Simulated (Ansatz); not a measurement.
Isolated molecules relaxed with PBE0-D4/def2-TZVP in Ansatz; ΔE leaves out vibrations. CCSD(T)/CBS adds triple-zeta CCSD(T) − MP2 to the extrapolated MP2 energy (def2 sets, frozen cores). DFT in def2-TZVPP. B3LYP here is the variant with VWN-RPA as its local correlation; programs differ in this. Each species was taken in one conformer, which may not be the lowest.

`CCC(O)CC` → `CCC(C)CO`  (isomerisation)

| species | B3LYP-D4 energy (Eh) |
| --- | --- |
| `CCC(O)CC` | -273.12306 |
| `CCC(C)CO` | -273.11868 |

(1) Work out ΔE.

Largest T1 diagnostic among the species: 0.009.

## Answers

(1) ΔE = (-273.11868) − (-273.12306) = 0.00438 Eh = +2.7 kcal/mol. CCSD(T)/CBS gives +2.5 kcal/mol.

Leaving LDA and LC-ωPBE aside and taking each functional with its dispersion term where it has one, the values, not all of them listed here, spread over 0.4 kcal/mol, from PBE-QIDH to r2SCAN-D4.
